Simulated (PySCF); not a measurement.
Molecule: SMILES N=[PH3], H4NP.

Atom-mapped SMILES (the numbers label the heavy atoms): `[NH:1]=[PH3:2]` (H(Xn): hydrogen on atom n).

Geometry PBE0-D3(BJ)/def2-SVP throughout; GIAO in PySCF, gas phase, one conformer, non-relativistic; equivalent atoms averaged; functional PBE0.

Problem. How do the shifts δ (against NH3, H3PO4, TMS at the same level) depend on the basis set? (ppm; last column core-seconds on shared hosts with different chips, so compare them loosely)

Solution. 
| basis set | functions | N1 | P2 | H(P2) | H(N1) | core-s |
| --- | --- | --- | --- | --- | --- | --- |
| STO-3G | 18 | -8.6 | -160.2 | 3.33 | -2.34 | 0.72 |
| 6-31G | 30 | -1.0 | -153.8 | 6.68 | -1.11 | 1.5 |
| pcSseg-0 | 30 | -2.5 | -213.9 | 7.39 | -2.45 | 1.2 |
| 6-31G* | 40 | -5.7 | -79.9 | 6.71 | -1.27 | 1.8 |
| def2-SVP | 52 | 0.9 | -99.9 | 6.83 | -1.76 | 1.7 |
| cc-pVDZ | 52 | 4.3 | -97.0 | 6.92 | -1.58 | 1.8 |
| pcSseg-1 | 61 | -2.3 | -109.4 | 6.94 | -1.42 | 4 |
| 6-311+G(2d,p) | 86 | -7.1 | -102.0 | 7.47 | -1.77 | 2.6 |
| aug-cc-pVDZ | 86 | -6.2 | -113.6 | 7.44 | -1.75 | 2.8 |
| def2-TZVP | 92 | -5.3 | -100.3 | 7.45 | -1.84 | 3 |
| IGLO-III | 119 | -7.6 | -96.3 | 7.33 | -1.71 | 3.5 |
| cc-pVTZ | 120 | -5.2 | -102.9 | 7.28 | -1.69 | 4 |
| pcSseg-2 | 135 | -6.3 | -99.9 | 7.18 | -1.49 | 3.6 |
| pcSseg-3 | 280 | -10.2 | -96.4 | 7.42 | -1.68 | 15 |

Problem. Which nucleus moves most, in ppm?

Solution. P2 (phosphorus bonded to N, 3 H): from -213.9 ppm with pcSseg-0 to -79.9 ppm with 6-31G*. The smallest spread is 1.34 ppm, at H(N1).

Problem. Taking the largest basis, pcSseg-3 (280 functions), as the yardstick, rank the others by their worst heavy-atom deviation.

Solution. IGLO-III 2.6 ppm (119 functions), pcSseg-2 3.9 ppm (135 functions), def2-TZVP 4.8 ppm (92 functions), 6-311+G(2d,p) 5.6 ppm (86 functions), cc-pVTZ 6.4 ppm (120 functions), def2-SVP 11.1 ppm (52 functions), pcSseg-1 12.9 ppm (61 functions), cc-pVDZ 14.5 ppm (52 functions), 6-31G* 16.5 ppm (40 functions), aug-cc-pVDZ 17.2 ppm (86 functions), 6-31G 57.4 ppm (30 functions), STO-3G 63.8 ppm (18 functions), pcSseg-0 117.5 ppm (30 functions).

A small basis that lands close on one nucleus may do so by chance; judge by the trend and by all nuclei.
